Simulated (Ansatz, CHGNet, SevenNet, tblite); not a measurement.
**1T (CdI2-type) CdI₂: properties by level of theory**

Reference values: lattice constant a 4.244 Å (measured, temperature not stated, not corrected to a static lattice; as tabulated in de Haan, NBS Special Publication (1969), 233, by the Crystallography Open …); lattice parameter c 6.859 Å (measured, temperature not stated, not corrected to a static lattice; as tabulated in de Haan, NBS Special Publication (1969), 233, by the Crystallography Open …).

```json
[
 {"level (code)": "GFN1-xTB (tblite)", "equilibrium lattice constant a (Å)": "4.448", "lattice parameter c (Å)": "6.190"},
 {"level (code)": "CHGNet 0.3.0 (CHGNet)", "equilibrium lattice constant a (Å)": "4.328", "lattice parameter c (Å)": "7.652"},
 {"level (code)": "SevenNet-0 (SevenNet)", "equilibrium lattice constant a (Å)": "4.336", "lattice parameter c (Å)": "[?]"},
 {"level (code)": "PBE-D4 (Ansatz)", "equilibrium lattice constant a (Å)": "[?]", "lattice parameter c (Å)": "6.815"},
 {"level (code)": "rVV10 (Ansatz)", "equilibrium lattice constant a (Å)": "4.313", "lattice parameter c (Å)": "6.806"},
 {"level (code)": "HSE06 (Ansatz)", "equilibrium lattice constant a (Å)": "4.296", "lattice parameter c (Å)": "7.619"}
]
```

**Question.** Complete the blanks.

**Answer.** 
- SevenNet-0 (SevenNet), lattice parameter c (Å): 7.805
- PBE-D4 (Ansatz, a program for electronic structure), equilibrium lattice constant a (Å): 4.241

Differences from the reference values (errors of the level alone only where the reference is corrected to a static lattice):

| level | lattice constant a (%) | lattice parameter c (%) |
|---|---|---|
| GFN1-xTB | +4.81 | -9.75 |
| CHGNet 0.3.0 | +1.98 | +11.6 |
| SevenNet-0 | +2.17 | +13.8 |
| PBE-D4 | -0.07 | -0.64 |
| rVV10 | +1.63 | -0.77 |
| HSE06 | +1.23 | +11.1 |

Nearest: lattice constant a, not ranked (reference at room or unstated temperature); lattice parameter c, not ranked (reference at room or unstated temperature).

Machine-learned potentials (CHGNet 0.3.0, SevenNet-0) are trained on DFT data, which may include these solids.

Caveats: the cell comes from a level without a dispersion term, which matters for the spacing of layers, chains or molecules (HSE06); the method was fitted mainly to molecules (GFN1-xTB); the run uses a supercell at the zone centre in place of a k mesh (GFN1-xTB). Ansatz's density-functional and Hartree–Fock values are scalar-relativistic unless marked +SOC, with PAW data made under PBE.

Differences are worked out from the printed values.

Static lattice: no zero-point or thermal effects.
